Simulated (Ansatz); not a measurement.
Relaxation of CH4N2S (8 atoms, charge 0, multiplicity 1), to a largest force component of 0.015 eV/Å in at most 40 steps.

The calculation used Ansatz, RKS B3LYP/cc-pVDZ.

```xyz
8
Properties=species:S:1:pos:R:3
N 0.094 1.124 -0.351
C -0.199 -0.193 -0.345
N 0.135 -0.898 0.756
S -0.935 -0.913 -1.632
H -0.123 1.650 -1.179
H 0.575 1.575 0.407
H -0.104 -1.873 0.780
H 0.557 -0.473 1.563
```

Problem. Where does it end, and by what steps?

Solution. The forces met the threshold. After 7 steps the energy has fallen by 0.070 eV; H8 moved furthest, 0.23 Å.

```json
{"step": "0", "energy less start (eV)": "0.0000", "largest force component (eV/Å)": "1.133", "accepted": "yes"}
{"step": "1", "energy less start (eV)": "-0.0355", "largest force component (eV/Å)": "0.479", "accepted": "yes"}
{"step": "2", "energy less start (eV)": "-0.0421", "largest force component (eV/Å)": "0.109", "accepted": "yes"}
{"step": "3", "energy less start (eV)": "-0.0429", "largest force component (eV/Å)": "0.276", "accepted": "yes"}
{"step": "4", "energy less start (eV)": "-0.0567", "largest force component (eV/Å)": "0.371", "accepted": "yes"}
{"step": "5", "energy less start (eV)": "-0.0689", "largest force component (eV/Å)": "0.147", "accepted": "yes"}
{"step": "6", "energy less start (eV)": "-0.0699", "largest force component (eV/Å)": "0.074", "accepted": "yes"}
{"step": "7", "energy less start (eV)": "-0.0700", "largest force component (eV/Å)": "0.003", "accepted": "yes"}
```

```xyz
8
Properties=species:S:1:pos:R:3
N -0.003 1.158 -0.271
C -0.200 -0.195 -0.349
N 0.265 -0.902 0.727
S -0.950 -0.927 -1.657
H -0.170 1.659 -1.136
H 0.764 1.508 0.296
H -0.043 -1.867 0.763
H 0.337 -0.433 1.626
```

Whether the end is a true minimum wasn't checked by a vibrational analysis.

The run took 28 s on 1 thread of Arm Neoverse V1, with other jobs on the host, peak memory 0.15 GiB.
